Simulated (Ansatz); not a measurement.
Consider the isomerisation: `C=C(C)CCC` → `C/C=C/CCC`.

Computed with Ansatz on PBE0-D4/def2-TZVP structures; ΔE is electronic, products minus reactants. CBS: MP2 limit from def2 TZ/QZ plus the TZ coupled-cluster correction, frozen cores. Functionals use def2-TZVPP. Each species was taken in one conformer, which may not be the lowest.

`C=C(C)CCC`:

```xyz
18

C     1.539    1.773    0.531
C     0.798    0.691    0.748
C     1.209   -0.362    1.729
C    -0.494    0.466    0.020
C    -0.486   -0.748   -0.906
C    -1.796   -0.909   -1.656
H     2.474    1.936    1.056
H     1.233    2.535   -0.179
H     2.125   -0.085    2.252
H     0.422   -0.526    2.473
H     1.378   -1.323    1.235
H    -0.740    1.359   -0.564
H    -1.302    0.340    0.753
H    -0.285   -1.655   -0.326
H     0.342   -0.647   -1.616
H    -1.776   -1.779   -2.316
H    -2.008   -0.030   -2.271
H    -2.634   -1.035   -0.964
```

`C/C=C/CCC`:

Z-matrix (Å, degrees):
```
C
C 1 1.490
H 1 1.095 2 111.2
H 1 1.092 2 111.4 3 120.7
H 1 1.095 2 111.2 3 -118.6
C 2 1.327 1 125.2 3 -120.2
H 2 1.090 1 116.5 3 59.6
C 6 1.492 2 125.4 1 -179.7
H 6 1.091 2 118.5 1 -0.5
C 8 1.529 6 113.1 2 118.6
H 8 1.097 6 109.2 2 -120.4
H 8 1.096 6 109.5 2 -3.9
C 10 1.518 8 113.2 6 -65.0
H 10 1.096 8 109.0 6 57.4
H 10 1.095 8 108.8 6 172.7
H 13 1.092 10 111.2 8 59.3
H 13 1.092 10 111.4 8 179.8
H 13 1.094 10 110.9 8 -60.2
```

```json
{"level": "B97M-V", "ΔE (kJ/mol)": "2.2"}
{"level": "PBE", "ΔE (kJ/mol)": "-0.5"}
```

Task: What does CCSD(T)/CBS give? (Estimate.)

Result: The calculation gave: +3.4 kJ/mol. The listed levels differ from it by -1.2, -3.9 kJ/mol.

Largest T1 diagnostic among the species: 0.009.

Leaving LDA and LC-ωPBE aside and taking each functional with its dispersion term where it has one, the values, not all of them listed here, spread over 1.8 kJ/mol, from PBE-D4 to ωB97M-V. In def2-TZVPP, CCSD(T) changes the Hartree–Fock value by +3.1 kJ/mol (the triples alone add +0.6 kJ/mol) and MP2 by +3.4 kJ/mol.
